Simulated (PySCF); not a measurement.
Gas-phase reaction: AlCl3.H2O + AlH + H2O = 3 HCl + 2 AlOH

Computed with PySCF and rigid-rotor harmonic-oscillator thermochemistry at 1 bar. S°(298 K) at PBE0/def2-TZVP differs from the NASA 1993 table for AlOH (+24 J/mol/K); whether the harmonic model or the table's entry is off was not settled. † marks an energy on the PBE0/def2-TZVP geometry and frequencies; other levels use their own. CCSD(T) freezes the core. All species are closed-shell singlets. B3LYP is the form with VWN-RPA correlation. Adducts (AlCl3.H2O) have no counterpoise correction, and HF, PBE, BLYP, B3LYP and PBE0 lack dispersion. AlCl3.H2O: computed as isolated molecules; such fragments, hydroxides, amides, oligomers or adducts are transient or little studied in the gas. CCSD(T) isn't extrapolated to the basis-set limit; its ΔH°(298 K) is 305.5 kJ in def2-SVP and 292.5 kJ in def2-TZVPP. The harmonic model lacks anharmonicity and excited electronic states, which grow with temperature; levels with a mode under 35 cm⁻¹ are left out. Soft modes under 120 cm⁻¹ make the harmonic entropy rough for AlCl3.H2O, AlOH.

```json
[
 {"level": "B3LYP/def2-TZVP†", "ΔE electronic, kJ": "278", "ΔH°(298 K), kJ": "256", "ΔS°(298 K), J/K": "288", "ΔG°(1800 K), kJ": "-257"},
 {"level": "CCSD(T)/def2-SVP†", "ΔE electronic, kJ": "327", "ΔH°(298 K), kJ": "306", "ΔS°(298 K), J/K": "288", "ΔG°(1800 K), kJ": "-208"},
 {"level": "PBE/def2-SVP", "ΔE electronic, kJ": "319", "ΔH°(298 K), kJ": "300", "ΔS°(298 K), J/K": "263", "ΔG°(1800 K), kJ": "-164"},
 {"level": "PBE0/def2-QZVP†", "ΔE electronic, kJ": "314", "ΔH°(298 K), kJ": "292", "ΔS°(298 K), J/K": "288", "ΔG°(1800 K), kJ": "-221"},
 {"level": "PBE0/def2-TZVP", "ΔE electronic, kJ": "318", "ΔH°(298 K), kJ": "296", "ΔS°(298 K), J/K": "288", "ΔG°(1800 K), kJ": "-217"},
 {"level": "r2SCAN/def2-TZVP†", "ΔE electronic, kJ": "336", "ΔH°(298 K), kJ": "314", "ΔS°(298 K), J/K": "288", "ΔG°(1800 K), kJ": "-199"},
 {"level": "LDA/def2-TZVP†", "ΔE electronic, kJ": "323", "ΔH°(298 K), kJ": "301", "ΔS°(298 K), J/K": "288", "ΔG°(1800 K), kJ": "-212"}
]
```
ΔH° is lowest at B3LYP/def2-TZVP† and highest at r2SCAN/def2-TZVP†. No reference value is set beside these.
